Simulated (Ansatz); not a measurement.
## What each rung costs, and what it gives

The pair of H$_{2}$S (SMILES S, atoms 1–3) and HCN (SMILES C#N, atoms 4–6), both closed shells, in one local arrangement (a lower one may exist), relaxed at PBE0-D4/def2-TZVP:

```
6
angstrom
S 0.0707 -0.4489 -2.5927
H 0.0385 0.8758 -2.7994
H 0.0379 -0.3010 -1.2569
C -0.0496 -0.0416 2.2415
N -0.0215 -0.0536 1.0973
H -0.0760 -0.0307 3.3102
```

Interaction energies are counterpoise-corrected; the time is that of the whole pair.

Computed with Ansatz 0.2.0 (basis: as named in each row); correlated methods freeze the cores. B3LYP uses VWN-RPA correlation. Extrapolation: Hartree–Fock as exp(−7.88 √X), correlation as X^−2.97.

Times are rough, for one single point on 2 threads of a shared host (Arm Neoverse V1).

The estimate by CCSD(T) at an estimated basis limit (MP2 extrapolated from triple and quadruple zeta, plus CCSD(T) − MP2 in triple zeta) is -0.094 eV.

| method | basis | time (s) | interaction energy (eV) | method less estimate |
| --- | --- | --- | --- | --- |
| HF | STO-3G | under 1 | 0.011 | 0.105 |
| PBE-D4 | STO-3G | under 1 | -0.062 | 0.032 |
| SPW92 | def2-SVP | under 1 | -0.159 | -0.065 |
| B3LYP-D4 | 6-31G | under 1 | -0.134 | -0.039 |
| PBE-D4 | def2-SVP | under 1 | -0.112 | -0.018 |
| PBE0-D4 | def2-SVP | under 1 | -0.110 | -0.016 |
| CCSD(T) | def2-SVP | under 1 | -0.061 | 0.033 |
| revPBE-D4 | def2-TZVPPD | 1 | -0.089 | 0.006 |
| BLYP-D4 | def2-TZVPPD | 2 | -0.089 | 0.006 |
| PBE-D4 | def2-TZVPPD | 2 | -0.108 | -0.014 |
| wB97M-V | def2-SVP | 2 | -0.092 | 0.002 |
| PBE0-D4 | def2-TZVPPD | 2 | -0.103 | -0.008 |
| HSE06-D4 | def2-TZVPPD | 2 | -0.103 | -0.009 |
| B3LYP-D4 | def2-TZVPPD | 2 | -0.094 | 0.000 |
| r2SCAN-D4 | def2-TZVPPD | 3 | -0.086 | 0.009 |
| B2PLYP | def2-TZVPPD | 3 | -0.079 | 0.015 |
| wB97X-V | def2-TZVPPD | 6 | -0.092 | 0.002 |
| B97M-V | def2-TZVPPD | 6 | -0.094 | 0.001 |
| wB97M-V | def2-TZVPPD | 6 | -0.087 | 0.007 |
| MP2 | def2-QZVPPD | 8 | -0.104 | -0.010 |
| CCSD(T) | def2-TZVPPD | 24 | -0.087 | 0.008 |

T1 diagnostic: at most 0.015.
